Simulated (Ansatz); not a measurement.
**Worked example: correlation energy of HC–SeH, quintet**

Geometry: that of the HC–SeH, triplet, kept fixed. The triplet lies 5.9 eV lower here.

```yaml
atoms:
  - { symbol: C, position_ang: [-0.1382, 0.0631, 1.5565] }
  - { symbol: Se, position_ang: [0.0124, -0.0276, -0.2598] }
  - { symbol: H, position_ang: [0.6196, -0.0163, 2.3303] }
  - { symbol: H, position_ang: [0.0556, 1.4286, -0.5243] }
```

Basis cc-pVDZ; Ansatz 0.2.0. Only valence electrons are correlated (noble-gas cores and the filled d shells of p-block atoms frozen), which leaves 12 electrons in 36 orbitals. Prefix R: restricted or restricted open-shell reference; prefix U: unrestricted. No spin–orbit coupling is included, and no scalar relativity.

Full CI isn't at hand for all of this; UCCSDT(Q) serves as the reference, and is uncertain by about the last step of the cluster series.

Runs differ by some tens of microhartree through their thresholds and, for an open shell, their frozen cores, so steps under 0.03 kcal/mol mean nothing.

```json
{"level": "UHF", "total energy (hartree)": "-2438.544937"}
{"level": "UMP2", "total energy (hartree)": "-2438.729599"}
{"level": "UCCSD", "total energy (hartree)": "-2438.764421"}
{"level": "UCCSD(T)", "total energy (hartree)": "-2438.769872"}
{"level": "UCCSDT", "total energy (hartree)": "-2438.770877"}
{"level": "UCCSDT(Q)", "total energy (hartree)": "-2438.771218"}
```

Task: What is the correlation energy at UCCSDT(Q), and what share of it do UMP2 and UCCSD recover?

Result: E(corr) = -2438.771218 − (-2438.544937) = -0.226281 hartree = -6.157 eV. UMP2: -0.184662 / -0.226281 = 81.61 %. UCCSD: -0.219484 / -0.226281 = 97.00 %.

Task: By how many kcal/mol does UCCSD(T) miss UCCSDT(Q) (1 hartree = 627.509 kcal/mol), and which steps make up the rest?

Result: -2438.769872 − (-2438.771218) = 0.001346 hartree = 0.84 kcal/mol. Steps: UCCSDT − UCCSD(T) = -0.63, UCCSDT(Q) − UCCSDT = -0.21 kcal/mol. Differences between like states or geometries often cancel part of this.
